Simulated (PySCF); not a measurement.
**Computed spin Hamiltonian**

C5H10N (doublet state).
Z-matrix (Å and degrees, GFN2-xTB geometry), rows numbered from 1:
```
C 
N   1  1.3603
C   2  1.3632  1  121.53
C   3  1.3453  2  127.54  1   174.71
C   2  1.4457  1  118.02  3   174.96
C   5  1.5283  2  111.69  1   -91.17
H   1  1.0699  2  119.25  3     4.57
H   1  1.0693  2  119.12  3   174.19
H   3  1.0817  2  113.32  1    -5.55
H   4  1.0733  3  119.56  2   178.71
H   4  1.0739  3  124.09  2    -0.93
H   5  1.0930  2  108.35  1    29.65
H   5  1.0926  2  108.76  1   147.06
H   6  1.0869  5  110.14  2  -179.75
H   6  1.0869  5  110.26  2   -59.47
H   6  1.0874  5  110.02  2    60.16
```

The hyperfine couplings belong to this conformer and change with its torsions.

The species is `[CH2]N(C=C)CC` [radical].

Computed, not measured: UKS B3LYP, pcH-1 on C H N, non-relativistic, mean-field spin-orbit, GIAO (PySCF). Geometry: GFN2-xTB, one conformer, isolated molecule. Couplings are sensitive to structure, and on GFN2-xTB geometries they can be far from those on DFT ones. Stability of the SCF solution: not tested.

| Quantity | Value |
| --- | --- |
| g1, g2, g3 | 2.00216, 2.00274, 2.00344 |
| g_iso | 2.00278 |
| Form of g | rhombic: the two nearest values differ by 45 % of g3 − g1 |
| ⟨S²⟩ | 0.7581 (exact 0.7500) |
| α and β electrons | 24, 23 |
| Basis functions | 250 |

Hyperfine couplings atom by atom, in MHz; T1 to T3 are the principal values of the dipolar part; ρ(0) is the spin density at the nucleus:

| atom | isotope | a_iso | T1 | T2 | T3 | Mulliken spin population | ρ(0) (bohr⁻³) |
| --- | --- | --- | --- | --- | --- | --- | --- |
| C1 | 13C | 69.1 | -64.2 | -63.3 | 127.5 | 0.83 | 0.0614 |
| N2 | 14N | 3.7 | -9.9 | -9.1 | 18.9 | 0.11 | 0.0114 |
| C3 | 13C | -14.2 | -7.9 | 1.7 | 6.2 | -0.08 | -0.0127 |
| C4 | 13C | 16.9 | -16.8 | -15.9 | 32.7 | 0.23 | 0.0150 |
| C5 | 13C | -6.0 | -1.1 | -0.6 | 1.8 | -0.01 | -0.0054 |
| C6 | 13C | 1.7 | -1.3 | -0.6 | 2.0 | 0.01 | 0.0015 |
| H7 | 1H | -50.2 | -31.3 | 0.9 | 30.5 | -0.04 | -0.0112 |
| H8 | 1H | -49.6 | -31.7 | 1.4 | 30.3 | -0.04 | -0.0111 |
| H9 | 1H | 2.6 | -4.4 | -2.8 | 7.2 | 0.00 | 0.0006 |
| H10 | 1H | -14.0 | -8.4 | -0.2 | 8.6 | -0.01 | -0.0031 |
| H11 | 1H | -13.4 | -6.7 | -0.5 | 7.2 | -0.01 | -0.0030 |
| H12 | 1H | 4.1 | -3.2 | -3.0 | 6.2 | 0.01 | 0.0009 |
| H13 | 1H | 4.5 | -2.8 | -1.5 | 4.3 | 0.00 | 0.0010 |
| H14 | 1H | -0.1 | -1.3 | -1.0 | 2.3 | 0.00 | 0.0000 |
| H15 | 1H | 0.0 | -2.0 | -0.6 | 2.6 | 0.00 | 0.0000 |
| H16 | 1H | -0.8 | -3.0 | -1.5 | 4.5 | 0.00 | -0.0002 |

The Mulliken spin populations are largest on C1 (+0.83), C4 (+0.23), N2 (+0.11) and C3 (-0.08). The positive populations add up to 1.18 and the negative ones to -0.18, together 2S = 1. The angles at C1 add up to 359.2°, so it is planar; its axial dipolar tensor and the negative couplings of its protons fit spin in a p orbital normal to that plane.

Axes: g2 points within 11° of the C1–N2 bond and g3 points within 14° of the C4–H10 bond.

Under fast tumbling the dipolar parts average out, and these isotropic splittings remain (the largest six): 1 × 1H (H7, I = 1/2, 2 lines) with 1.79 mT, 1 × 1H (H8, I = 1/2, 2 lines) with 1.77 mT, 1 × 1H (H10, I = 1/2, 2 lines) with 0.50 mT, 1 × 1H (H11, I = 1/2, 2 lines) with 0.48 mT, 2 × 1H (H12/H13, I = 1/2, 3 lines) with 0.15 mT and 1 × 14N (N2, I = 1, 3 lines) with 0.13 mT.

Class means assume fast exchange of nuclei equivalent by connectivity; if that motion is slow, each nucleus keeps its own coupling. H7 and H8 aren't averaged: C1 is flat or nearly so (angle sum 359°), and its turn about the short C1–N2 bond (1.36 Å) is taken as slow.

The 13C coupling of C1 (69.1 MHz) shows only in satellite lines or after enrichment, since that isotope makes up about 1.07 % of natural carbon.
